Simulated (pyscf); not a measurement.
•HC=CH–Br → acetylene (HC≡CH) + Br atom (Br•), a bond scission (doublet surface; Br–C broken, none formed). Single points on ωB97X-D3(BJ)/def2-SVP structures (PySCF, gas phase). Correlated levels are frozen-core, on RHF or UHF. ΔMP2 is the change of the MP2 total energy from the triple- to the quadruple-zeta basis. Energies in kJ/mol from the reactant's lowest minimum found.

Small-basis levels: PySCF, no dispersion term, spherical d functions. AM1 to PM7: differences of heats of formation from MOPAC. Open shells are spin-unrestricted. 

```
level                             barrier  reaction energy
--------------------------------  -------  ---------------
HF/6-31G*+LANL2DZ                    21.0             -8.8
BP86/6-31G*+LANL2DZ                   2.5            +44.4
B3LYP/LANL2DZ                        -0.8             +7.6
B3LYP/6-31G*+LANL2DZ                 -1.3            +18.2
M06-2X/6-31G*+LANL2DZ                10.3            +28.2
PBE/def2-SVP                          ___            +80.3
B3LYP/def2-SVP                       26.9            +47.7
PM6                                  46.6            +87.5
PM7                                  52.3            +67.9
CCSD(T)/def2-TZVPP + ΔMP2(QZVPP)      ___            +35.7
```

Q: Fill in the missing entries.

A: 
- PBE/def2-SVP, barrier: 34.1
- CCSD(T)/def2-TZVPP + ΔMP2(QZVPP), barrier: 31.2

Against the last row the barrier runs from -32.4 (B3LYP/6-31G*+LANL2DZ) to +21.2 kJ/mol (PM7). CCSD(T)/def2-TZVPP + ΔMP2(QZVPP) has limits of its own. On the product side the descent ends in what is likely a three-electron adduct, which functionals tend to overbind, 24.8 kJ/mol under the separated species and 6.2 kJ/mol under the saddle at ωB97X-D3(BJ)/def2-TZVP. At CCSD(T) the saddle lies under the separated products, which points to a path from their complex (located at ωB97X-D3(BJ) alone), and parting the products costs more than the saddle. One saddle was located; it need not be the lowest between these sides. The CCSD(T) − MP2 part came from Ansatz, without density fitting, on the same reference. A UHF reference is spin-contaminated (<S²> up to 0.99), which harms MP2 most. The frozen core leaves the outer d or s,p core shells of the metals and heavy elements correlated in the MP2 and CC values, and def2-TZVPP describes them poorly, which can shift differences by a few kcal/mol. Left out: the spin-orbit lowering of Br, which is large for Br, Se, Te and I. In the def2 sets elements up to Kr have no core potential.
